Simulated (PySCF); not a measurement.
These 5 structures share the formula C5H12S. Computed with PBE0-D3(BJ)/def2-SVP geometry optimisation, gas phase in PySCF. Energies are electronic, without zero-point or thermal terms, for one conformer each. No frequencies were run at this level. Point groups hold within 0.08 Å.

Task: Rank from lowest to highest electronic energy at this level (kJ/mol).
A. `[CH3:1][CH2:2][S:3][CH:4]([CH3:5])[CH3:6]` with C1–C2–S3–C4 66°, C2–S3–C4–C5 64°
B. tert-butyl methyl sulfide (`CSC(C)(C)C`)
C. `[CH3:1][CH:2]([CH3:3])[CH2:4][CH2:5][SH:6]` with C1–C2–C4–C5 64°, C2–C4–C5–S6 180°, C4–C5–S6–H -62° (3-methyl-1-butanethiol)
D. `[CH3:1][S:2][CH2:3][CH:4]([CH3:5])[CH3:6]` with C1–S2–C3–C4 70°, S2–C3–C4–C5 -175° (methyl isobutyl sulfide)
E. `[CH3:1][CH2:2][C@H:3]([CH3:4])[CH2:5][SH:6]` with C1–C2–C3–C4 -175°, C2–C3–C5–S6 58°, C3–C5–S6–H 70°

Result: E (0.0), B (4.2), C (4.2), A (6.8), D (9.4).

As drawn, the lowest has an S–H bond, which the highest lacks. Neighbours under 10 kJ/mol apart (CC[C@H](C)CS and CSC(C)(C)C; CSC(C)(C)C and CC(C)CCS; CC(C)CCS and CCSC(C)C; CCSC(C)C and CSCC(C)C) can change places with a better method, another conformer or zero-point energy.

```tsv
SMILES	E (Eh)	E rel (kJ/mol)	dipole (D)	point group	A, B, C (MHz)
CC[C@H](C)CS	-595.31856	0.0	1.55	C1	3202, 2028, 1484
CSC(C)(C)C	-595.31697	4.2	1.53	Cs	3760, 2135, 1969
CC(C)CCS	-595.31696	4.2	1.74	C1	6590, 1121, 1012
CCSC(C)C	-595.31599	6.8	1.59	C1	4314, 1742, 1553
CSCC(C)C	-595.31499	9.4	1.60	C1	4794, 1524, 1433
```

Task: As an exercise, what shares would exp(−E/RT) give at 500 K from these electronic energies alone (no entropy, no degeneracies)?

Result: RT = 4.157 kJ/mol: CC[C@H](C)CS 49.3 %, CSC(C)(C)C 18.0 %, CC(C)CCS 17.9 %, CCSC(C)C 9.7 %, CSCC(C)C 5.2 %.
